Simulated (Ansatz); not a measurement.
**SbH2, doublet: reading a ladder of total energies**

Geometry: that of the SbH2⁻, singlet, kept fixed.

```yaml
atoms:
  - { symbol: Sb, position_ang: [0.0000, -0.0198, 0.0000] }
  - { symbol: H, position_ang: [0.0000, 1.1955, 1.2291] }
  - { symbol: H, position_ang: [0.0000, 1.1955, -1.2291] }
```

Basis def2-SVPD with its core potentials; Ansatz 0.2.0. Correlated methods freeze the noble-gas cores and the filled d shells of p-block atoms, which leaves 7 electrons in 39 orbitals. R marks a restricted (for open shells ROHF) determinant, U an unrestricted one. No spin–orbit coupling is included; scalar relativity enters through the core potentials alone.

Full CI isn't at hand for all of this; UCCSDTQ serves as the reference, and is uncertain by about the last step of the cluster series.

Runs differ by some tens of microhartree through their thresholds and, for an open shell, their frozen cores, so steps under 0.03 kcal/mol mean nothing.

```csv
level,total energy (hartree)
UHF,-240.394548
UMP2,-240.485584
UCCSD,-240.510106
UCCSD(T),-240.512947
UCCSDT,-240.513601
UCCSDT(Q),-240.513702
UCCSDTQ,-240.513717
```

Problem. What is the correlation energy at UCCSDTQ, and what share of it do UMP2 and UCCSDT recover?

Solution. E(corr) = -240.513717 − (-240.394548) = -0.119169 hartree = -3.243 eV. UMP2: -0.091036 / -0.119169 = 76.39 %. UCCSDT: -0.119053 / -0.119169 = 99.90 %.

Problem. By how many kcal/mol does UCCSD(T) miss UCCSDTQ (1 hartree = 627.509 kcal/mol), and which steps make up the rest?

Solution. -240.512947 − (-240.513717) = 0.000770 hartree = 0.48 kcal/mol. Steps: UCCSDT − UCCSD(T) = -0.41, UCCSDT(Q) − UCCSDT = -0.06, UCCSDTQ − UCCSDT(Q) = -0.01 kcal/mol. That is within 1 kcal/mol of the reference in this basis, which itself misses far more of the correlation at the basis-set limit.
